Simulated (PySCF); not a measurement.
Two-dimensional NMR puzzle

Compound of formula C$_{4}$H$_{9}$NO. Correlations simulated from computed shifts and the bond graph:

HSQC (one-bond C–H):
| δH | δC |
| --- | --- |
| 2.08 | 39.6 |
| 1.66 | 21.7 |
| 0.91 | 16.4 |

COSY cross peaks (H two or three bonds apart, from the bond graph; peaks can be absent where the dihedral angle is near 90°):
| δH | δH |
| --- | --- |
| 4.81 | 4.62 |
| 2.08 | 1.66 |
| 1.66 | 0.91 |

HMBC (two and three bonds, from the bond graph):
| δH | δC |
| --- | --- |
| 4.81 | 176.4, 39.6 |
| 4.62 | 176.4, 39.6 |
| 2.08 | 176.4, 21.7, 16.4 |
| 1.66 | 176.4, 39.6, 16.4 |
| 0.91 | 39.6, 21.7 |

Carbons without hydrogens: δ 176.4.

Theory: GIAO B97-2/pcSseg-2 shieldings, PBE0-D3(BJ)/def2-TZVP structure, in PySCF 2.14.0 with density-fitted response routines (in vacuum, one conformer, rapidly exchanging positions averaged, non-relativistic Hamiltonian).

δ = σ(ref) − σ, references computed at the same level: ¹H (σ = 31.64 ppm), ¹³C (σ = 185.38 ppm) against TMS.

Exchangeable hydrogens are left out of these lists.

Q: Work out the connectivity.

A: SMILES C(CC)C(N)=O.

Atom-mapped SMILES (the numbers label the heavy atoms): `[CH3:1][CH2:2][CH2:3][C:4]([NH2:5])=[O:6]`; H(Xn) means a hydrogen on atom n. Ha(N5) is cis to the C=O or C=S heteroatom; Hb(N5) is trans to the C=O or C=S heteroatom.

δC 176.4 is C4, an amide carbonyl carbon. δC 39.6 is C3, an sp3 CH2 α to a carbonyl (δH 2.08). δC 21.7 is C2, an sp3 CH2 (δH 1.66). δC 16.4 is C1, a methyl carbon (δH 0.91). HMBC from δH 2.08 reaches the proton-free carbon C4. HMBC from δH 1.66 reaches the proton-free carbon C4. COSY links 4.81–4.62, 2.08–1.66, 1.66–0.91.

The shifts were computed for this structure.

OH and NH positions are those of a molecule without intermolecular hydrogen bonds; in solution they move with solvent, concentration and temperature, and exchange usually removes their couplings. The two substituents on the amide-type nitrogen aren't averaged: C–N rotation is slow on the NMR time scale. Shifts are as computed. Against solution values, carbons near 30 ppm lie about +3 ppm off and those near 130 ppm about +7 ppm. Of 1211 compounds with measured shifts, 218 miss one by over three times the rms of a fit or turn the order of signals round; such compounds aren't used in these exercises. Hydrogen bonding in solution deshields acid and N–H amide carbonyl carbons by as much as 10 ppm beyond these values.
